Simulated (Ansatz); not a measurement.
System: C$_{2}$H$_{7}$N, charge 0, singlet. C2H7N (ethanamine, SMILES CCN).
B3LYP-D3(BJ)/def2-TZVP minimum from Ansatz (a program for electronic structure):
```xyz
10

C      1.2101    -0.3675    -0.0020
C      0.0059     0.5734    -0.0002
N     -1.3057    -0.0740     0.0024
H      2.1508     0.1897    -0.0039
H      1.2028    -1.0109     0.8816
H      1.1996    -1.0116    -0.8851
H      0.0502     1.2284    -0.8744
H      0.0533     1.2290     0.8732
H     -1.4054    -0.6706     0.8165
H     -1.4083    -0.6712    -0.8110
```
Charge 0, spin multiplicity 1.

Quantity: atomisation energy (electronic, to ground-state atoms), in kcal/mol. Radicals and triplets start from unrestricted determinants; spin-orbit coupling is neglected. CBS(X,Y): correlation extrapolated as X^-3, Hartree-Fock from the larger set. A bracket is a step between two methods taken in the basis named. The functionals are non-relativistic, so their misses hold any scalar relativity. Double hybrids freeze cores in their MP2 part. '+ core + X2C': CCSD(T) terms for core correlation (cc-pwCVTZ) and scalar relativity (cc-pVTZ-DK). Where a partner has so few electrons that a lower coupled-cluster level is exact, that level stands in.

CCSD(T)/CBS(cc-pVTZ,cc-pVQZ) + [CCSDT(Q) - CCSD(T)]/cc-pVDZ + core + X2C (Ansatz) gives 879.5 kcal/mol.

**Question.** How far off this value is PBE/def2-TZVPD (Ansatz), in which direction, and which of these levels come nearer: PBE0/def2-TZVPD, wB97M-V/def2-TZVPD, B2PLYP/def2-TZVPD, CCSD(T)/CBS(cc-pVTZ,cc-pVQZ) + core + X2C?

**Answer.** PBE gives 889.9 kcal/mol, 10.4 kcal/mol above it. Differences of the others: PBE0/def2-TZVPD (Ansatz) -2.1; wB97M-V/def2-TZVPD (Ansatz) 0.0; B2PLYP/def2-TZVPD (Ansatz) -12.4; CCSD(T)/CBS(cc-pVTZ,cc-pVQZ) + core + X2C (Ansatz) -0.5 kcal/mol. Nearer than PBE: PBE0/def2-TZVPD, wB97M-V/def2-TZVPD, CCSD(T)/CBS(cc-pVTZ,cc-pVQZ) + core + X2C.
